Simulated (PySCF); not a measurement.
Gas-phase reaction: 3 HF + 5 SiHF ⇌ 4 SiH2F + SiF4

Energies from PySCF, thermal terms from the rigid-rotor harmonic-oscillator model, ideal gas at 1 bar. † marks an energy on the PBE0/def2-TZVP geometry and frequencies; other levels use their own. MP2 and CCSD(T) freeze the core. 6-31G* has spherical d functions here. Open shells (unrestricted): SiH2F (multiplicity 2); the rest are closed-shell singlets. SiHF, SiH2F: computed as isolated molecules; such fragments, hydroxides, amides, oligomers or adducts are transient or little studied in the gas. MP2 isn't extrapolated to the basis-set limit; its ΔH°(298 K) is -780.0 kJ in def2-SVP and -813.5 kJ in def2-TZVPP. CCSD(T) isn't extrapolated to the basis-set limit; its ΔH°(298 K) is -685.5 kJ in def2-SVP and -736.1 kJ in def2-TZVPP. The harmonic model lacks anharmonicity and excited electronic states, which grow with temperature; levels with a mode under 35 cm⁻¹ are left out.

```csv
level,"ΔE electronic, kJ","ΔH°(298 K), kJ","ΔS°(298 K), J/K","ΔG°(1000 K), kJ"
CCSD(T)/def2-SVP†,-699,-685,-433,-251
CCSD(T)/def2-TZVPP†,-749,-736,-433,-302
HF/6-31G*,-978,-961,-436,-521
M06-2X/def2-TZVP†,-819,-806,-433,-371
MP2/def2-SVP†,-793,-780,-433,-346
PBE/def2-SVP,-778,-764,-430,-334
PBE0/def2-QZVP†,-816,-803,-433,-369
PBE0/def2-TZVP,-832,-818,-433,-384
LDA/def2-TZVP†,-834,-820,-433,-386
```
ΔH° is lowest at HF/6-31G* and highest at CCSD(T)/def2-SVP†. No reference value is set beside these.
